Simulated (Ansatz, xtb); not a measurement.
## Relative energy of two isomers of C2H7Si−

Structure a is `[CH2-][SiH2]C`, a singlet and structure b is `C[CH-][SiH3]`, a singlet. Both are isolated ions in the gas phase, relaxed with B3LYP-D3(BJ)/def2-SVPD; the shapes shown needn't be the lowest conformers.

a (Å):

```
atom    x (Å)    y (Å)    z (Å)
   C  -0.7553  -0.8798  -1.9198
   C  -0.9935   2.1346  -0.6515
  Si  -0.1793   0.3708  -0.7958
   H  -0.4917  -0.8521  -2.9850
   H  -1.6399  -1.4877  -1.6895
   H  -0.2375  -0.0644   0.6635
   H   1.2708   0.7710  -1.0395
   H  -0.9500   2.6648  -1.6188
   H  -0.4820   2.7584   0.1082
   H  -2.0576   2.0515  -0.3696
```

b (Å):

```xyz
10

C    -1.2665   -0.4559   -1.6890
C    -0.0937    0.3832   -1.2278
Si   -0.2824    1.9720   -0.4346
H    -0.9964   -1.1458   -2.5172
H    -1.7573   -1.1056   -0.9170
H    -2.0807    0.1811   -2.0870
H     0.8018   -0.1899   -0.9404
H    -1.1523    2.9460   -1.2221
H     1.0480    2.6670   -0.2244
H    -0.9267    2.1914    0.9687
```

Problem. Estimate E(b) − E(a) at the level CCSD(T)/def2-SVPD + ΔMP2/def2-TZVPPD.

Solution. Calculated at CCSD(T)/def2-SVPD + ΔMP2/def2-TZVPPD: E(b) − E(a) = +14.1 kcal/mol, so structure a lies lower.

Level by level:

```
                               level                geometry  E(b) − E(a) (kcal/mol)  departure from the last row (kcal/mol)  job, with rough time for the two
                            GFN2-xTB                GFN2-xTB                      −7.3                                   −21.4              optimisation, 0.14 s
                           HF/STO-3G                GFN2-xTB                      +9.9                                    −4.2               single point, 0.2 s
                 r2SCAN-D4/def2-SVPD                GFN2-xTB                     +11.4                                    −2.8               single point, 3.7 s
              B3LYP-D3(BJ)/def2-SVPD  B3LYP-D3(BJ)/def2-SVPD                     +10.7                                    −3.4                optimisation, 31 s
                        HF/def2-SVPD  B3LYP-D3(BJ)/def2-SVPD                     +11.0                                    −3.1           part of the CCSD(T) run
                       MP2/def2-SVPD  B3LYP-D3(BJ)/def2-SVPD                     +12.0                                    −2.1           part of the CCSD(T) run
                   CCSD(T)/def2-SVPD  B3LYP-D3(BJ)/def2-SVPD                     +11.3                                    −2.8                      single point
CCSD(T)/def2-SVPD + ΔMP2/def2-TZVPPD  B3LYP-D3(BJ)/def2-SVPD                     +14.1                                                        single point, 26 s
```

As drawn, b has 1 C–C, 1 Si–H in place of 1 C–Si, 1 C–H.

GFN2-xTB puts the two in the other order. The largest departure from CCSD(T)/def2-SVPD + ΔMP2/def2-TZVPPD is that of GFN2-xTB, 21.4 kcal/mol. The last row adds to CCSD(T) the change of the MP2 difference between the two basis sets, here +2.8 kcal/mol.

With harmonic frequencies from B3LYP-D3(BJ)/def2-SVPD (ideal gas, rigid rotor, one conformer each, 298.15 K, 1 atm): the zero-point term adds −0.3 kcal/mol; ΔH is +13.5 and ΔG +14.0 kcal/mol.

The correlated steps freeze 7 core orbitals. Mirror images aren't counted in ΔG. Programs: Ansatz 0.2.0, xtb 6.7.1; the last row on 2 threads of Arm Neoverse V1 on a shared host.
